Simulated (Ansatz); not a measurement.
Basis-set extrapolation for C3H4O2 (PBE0-D4/def2-TZVP geometry, frozen core, Ansatz 0.2.0). Multiplicity 1, RHF reference.

```json
{"": "HF", "def2-TZVPP": "-265.650218", "def2-QZVPP": "-265.662583"}
{"": "MP2 correlation", "def2-TZVPP": "-0.921317", "def2-QZVPP": "-0.989113"}
{"": "CCSD(T) correlation", "def2-TZVPP": "-0.990839", "def2-QZVPP": "not run"}
```

Energies in hartree. Use E(X) = E(∞) + A·exp(−7.88·√X) for Hartree–Fock and E(X) = E(∞) + B·X^(−2.97) for correlation, with X = 3 and 4, and add CCSD(T) minus MP2 of the smaller set to the MP2 limit.

What is the CCSD(T) energy at the basis-set limit?

HF limit: -265.662583 + (-0.012365) × 0.13774 = -265.66429. MP2 limit: -0.989113 + (-0.067796) × 0.74074 = -1.03933. Higher-order term: -0.990839 − (-0.921317) = -0.06952. Total: -266.77314 hartree, 82.9 kcal/mol below CCSD(T)/def2-TZVPP.
